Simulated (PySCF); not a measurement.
Species: sulfuryl chloride, Cl₂O₂S.
Bonds: O1–S2 (double), S2–O3 (double), S2–Cl4, S2–Cl5.

The calculation used EOM-IP-CCSD/aug-cc-pVDZ in PySCF, restricted Hartree–Fock reference, 17 core orbitals frozen, non-relativistic, gas phase, PBE0-D3(BJ)/def2-SVP geometry.

Hartree–Fock orbital energies give these Koopmans values (eV): HOMO 13.67, HOMO-1 13.73, HOMO-2 13.85, HOMO-3 14.10, HOMO-4 14.84, HOMO-5 15.56, HOMO-6 15.61, HOMO-7 15.90.

Problem. What vertical ionisation energies does EOM-IP-CCSD give?

Solution. 
```
leading hole (HF orbital)  Koopmans (eV)  EOM-IP-CCSD (eV)  change (eV)  one-hole share
                   HOMO-2          13.85             12.16        -1.69            0.94
                   HOMO-1          13.73             12.26        -1.47            0.94
                     HOMO          13.67             12.39        -1.28            0.95
                   HOMO-3          14.10             12.97        -1.13            0.95
                   HOMO-4          14.84             13.51        -1.33            0.94
                   HOMO-5          15.56             13.91        -1.65            0.94
                   HOMO-6          15.61             13.99        -1.62            0.94
                   HOMO-7          15.90             14.03        -1.87            0.93
```

Problem. Does the order of the lines follow the orbital energies?

Solution. No: the HOMO-2 hole (12.16 eV) falls below the HOMO-1 hole (12.26 eV); the HOMO-2 hole (12.16 eV) falls below the HOMO hole (12.39 eV); the HOMO-1 hole (12.26 eV) falls below the HOMO hole (12.39 eV). The corrections run from -1.87 to -1.13 eV, with a mean of -1.50 eV over the 8 lines; no line lies above its Koopmans value.

Problem. At what kinetic energies would He I light (21.22 eV) eject these electrons?

Solution. 9.06 eV (HOMO-2), 8.96 eV (HOMO-1), 8.83 eV (HOMO), 8.25 eV (HOMO-3), 7.71 eV (HOMO-4), 7.31 eV (HOMO-5), 7.23 eV (HOMO-6), 7.19 eV (HOMO-7).

Lines less than 0.15 eV apart could change places at a higher level. One root was sought for each valence orbital with −ε under 21 eV, eight at most, so deeper holes and satellites are missing; no vibrational structure.

On an Arm Neoverse V1 with one thread (shared host), this took 2.1 min of wall time and 1.5 GiB of memory at its peak.
